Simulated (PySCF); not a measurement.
H₂S. Atoms are numbered in the order given.

```xyz
3

S      0.0000     0.0000    -0.1047
H      0.0000    -0.9705     0.8376
H      0.0000     0.9705     0.8376
```

Geometry: PBE-D3(BJ)/def2-TZVPD.

These are ωB97X/def2-TZVPD (PySCF) values and carry that method's errors.

Mulliken values depend strongly on the basis, most of all with diffuse functions as here. ESP charges are fitted to the potential on shells at 1.4 to 2.0 van der Waals radii. Atomic charges (e):

```
atom    IAO  Mulliken  ESP fit
----  -----  --------  -------
S1    -0.20     -0.34      [?]
H2     0.10      0.17      [?]
H3     0.10      0.17      [?]
```

Q: Fill in the missing entries. (An estimate is asked for; the answer gives what the named calculation found.)

A: 
- S1, ESP fit: -0.30
- H2, ESP fit: 0.15
- H3, ESP fit: 0.15
